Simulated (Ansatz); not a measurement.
This Ansatz (a program for electronic structure) input (CCSD(T)/def2-QZVPPD) gives -55.81215 Eh with 129 basis functions. A basis named .json is the Basis Set Exchange file of that set (core-valence sets with the plain set on hydrogen).

Ansatz 0.2 input:
```yaml
crystal:
  periodic: [false, false, false]
  atoms:
    - {symbol: N, position_ang: [0.00456047, 0.00186225, 0.14178543]}
    - {symbol: H, position_ang: [-0.02755881, 0.79955398, -0.50646319]}
    - {symbol: H, position_ang: [-0.00436445, -0.81258975, -0.48603483]}
basis:
  gaussian:
    orbitals: def2-QZVPPD.json
magnetization: {spin_polarized: true, initial_magnetization: 1}
correlation: {method: ccsd_t, electrons: outside_noble_gas}
```

Change:
```diff
- orbitals: def2-QZVPPD.json
+ orbitals: cc-pVQZ
```

### Question
What does the run give now?

### Answer
-55.81078 Eh (CCSD(T)/cc-pVQZ, 115 functions), a change of +1.37 mEh.
